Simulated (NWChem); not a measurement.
System meant: F cation, triplet

The following NWChem deck was run.

```
start job
memory heap 200 mb stack 900 mb global 1100 mb
charge 1
geometry units angstroms noautoz
  F      0.000000     0.000000     0.000000
end
basis spherical
  * library def2-svp
end
dft
  odft
  mult 4
  xc pbe0
  iterations 150
  mulliken
end
task dft energy
```

End of the output:

```
            Nuclear Dipole moment (a.u.)
            ----------------------------
        X                 Y               Z
 ---------------- ---------------- ----------------
     0.0000000000     0.0000000000     0.0000000000

            XYZ format geometry
            -------------------
     1
 geometry
 F                     0.00000000     0.00000000     0.00000000

 Summary of "ao basis" -> "" (spherical)
 ------------------------------------------------------------------------------
       Tag                 Description            Shells   Functions and Types
 ---------------- ------------------------------  ------  ---------------------
 *                          def2-svp                  on all atoms

                                 NWChem DFT Module
                                 -----------------

 Summary of "ao basis" -> "ao basis" (spherical)
 ------------------------------------------------------------------------------
       Tag                 Description            Shells   Functions and Types
 ---------------- ------------------------------  ------  ---------------------
 F                          def2-svp                 6       14   3s2p1d

 Summary of "ao basis" -> "ao basis" (spherical)
 ------------------------------------------------------------------------------
       Tag                 Description            Shells   Functions and Types
 ---------------- ------------------------------  ------  ---------------------
 F                          def2-svp                 6       14   3s2p1d

  number of electrons :                    8
  multiplicity        :                    4
 ------------------------------------------------------------------------
  no. of electrons and multiplicity not compatible                   8
 ------------------------------------------------------------------------
 ------------------------------------------------------------------------
  current input line :
    17: task dft energy
 ------------------------------------------------------------------------
 ------------------------------------------------------------------------
 There is an error in the input file
 ------------------------------------------------------------------------
 For more information see the NWChem manual at https://nwchemgit.github.io

0: no. of electrons and multiplicity not compatible:Received an Error in Communication
```

**Question.** What is wrong, and how is it mended?

**Answer.** The program refused the input. Cause: the multiplicity doesn't fit the number of electrons (an even count wants an odd multiplicity, and the reverse). This input runs:
```
start job
memory heap 200 mb stack 900 mb global 1100 mb
charge 1
geometry units angstroms noautoz
  F      0.000000     0.000000     0.000000
end
basis spherical
  F library def2-svp
end
dft
  odft
  mult 3
  xc pbe0
  iterations 150
  mulliken
end
task dft energy
```
It converges to -98.91159 Ha (PBE0/def2-SVP, spin-unrestricted).
